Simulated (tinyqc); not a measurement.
Worked calculation: RKS/LDA (VWN5) in the sto-3g basis, for H2O, spin multiplicity 1. Computed by tinyqc, a small Python program that keeps every step (integrals from PySCF). Settings: charge = 0, multiplicity = 1, basis = sto-3g, energy threshold = 1e-10, iteration cap = 72, orthogonalisation = canonical, start = highest core orbitals, DIIS depth = 0, method = RKS, functional = lda,vwn, grid = [30, 26]. Command: `OMP_NUM_THREADS=1 python tinyqc.py 24249 24250 out.jsonl` (the two numbers bound the seeds that draw the settings). One thread of a shared host (Intel(R) Xeon(R) Processor @ 2.60GHz), about 0.5 s of CPU time with the checks.

Geometry (angstrom):

| atom | x | y | z |
|---|---|---|---|
| O | 0.000000 | 0.000000 | 0.000000 |
| H | 0.000000 | 0.922000 | 0.643000 |
| H | 0.000000 | -0.922000 | 0.643000 |

Stop when the energy changes by less than 1e-10 hartree and every element of the error matrix X^T (F D S - S D F) X is below 3e-06.

Course of the cycle:

| iteration | E (hartree) | change | largest element of the error matrix |
|---|---|---|---|
| 1 | -28.51780068 | - | 2.35e-01 |
| 2 | -73.27012987 | -4.48e+01 | 8.50e-01 |
| 3 | -73.63564571 | -3.66e-01 | 9.82e-01 |
| 4 | -73.86307565 | -2.27e-01 | 8.91e-01 |
| 5 | -73.71791971 | 1.45e-01 | 9.66e-01 |
| 6 | -73.88916006 | -1.71e-01 | 8.88e-01 |
| 7 | -73.72655008 | 1.63e-01 | 9.64e-01 |
| 8 | -73.89198011 | -1.65e-01 | 8.87e-01 |
| 9 | -73.72753564 | 1.64e-01 | 9.64e-01 |
| 10 | -73.89230223 | -1.65e-01 | 8.87e-01 |
| 11 | -73.72764906 | 1.65e-01 | 9.64e-01 |
| 12 | -73.89233929 | -1.65e-01 | 8.87e-01 |
| 13 | -73.72766213 | 1.65e-01 | 9.63e-01 |
| 14 | -73.89234355 | -1.65e-01 | 8.87e-01 |
| ... | ... | ... | ... |
| 59 | -73.72766383 | 1.65e-01 | 9.63e-01 |
| 60 | -73.89234411 | -1.65e-01 | 8.87e-01 |
| 61 | -73.72766383 | 1.65e-01 | 9.63e-01 |
| 62 | -73.89234411 | -1.65e-01 | 8.87e-01 |
| 63 | -73.72766383 | 1.65e-01 | 9.63e-01 |
| 64 | -73.89234411 | -1.65e-01 | 8.87e-01 |
| 65 | -73.72766383 | 1.65e-01 | 9.63e-01 |
| 66 | -73.89234411 | -1.65e-01 | 8.87e-01 |
| 67 | -73.72766383 | 1.65e-01 | 9.63e-01 |
| 68 | -73.89234411 | -1.65e-01 | 8.87e-01 |
| 69 | -73.72766383 | 1.65e-01 | 9.63e-01 |
| 70 | -73.89234411 | -1.65e-01 | 8.87e-01 |
| 71 | -73.72766383 | 1.65e-01 | 9.63e-01 |
| 72 | -73.89234411 | -1.65e-01 | 8.87e-01 |

Can the last value be used, and what does the course show?

Not by the stop rule. Not converged within the cap of 72 iterations: the residual has stopped falling: the iteration swings between two states. Reruns (cap 100 unless said): DIIS 8: converged in 20; damping 0.5: converged in 40; level shift 0.5: converged in 15; atomic densities as start, DIIS 8: converged in 7; the original settings with a cap of 400: not converged. PySCF RKS in the same basis, fine grid = -74.72241547 hartree, which differs from a converged run on this coarse grid by the grid error.
